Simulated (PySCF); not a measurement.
HBS: one-bond stretch

These are results of PBE0 in PySCF with B def2-TZVP, S def2-TZVP, H def2-TZVP; no relativity; density-fitted integrals, not measurements.

Rigid scan from the singlet minimum (B–H 1.175 Å, B–S 1.598 Å; H–B–S 180.0°). Coordinate: the bond from B to the last atom (H) scaled, the rest fixed. Energies in kJ/mol from the minimum.

```csv
scale of one bond,E (kJ/mol),dipole size (D)
0.92,13.4,1.44
0.96,3.1,1.43
1.00,0.0,1.42
1.05,4.1,1.40
1.12,20.6,1.37
1.20,49.8,1.33
1.35,119.8,1.23
1.55,221.1,–
1.80,338.0,–
2.20,483.0,–
```

At long bonds a restricted determinant can lie too high, and another spin state can fall below this curve.

The scan took 7.7 s on 2 threads of a shared Arm Neoverse N1 host; the process peaked at 0.7 GiB. Launch command: `OMP_NUM_THREADS=2 python axn.py task.json out`.
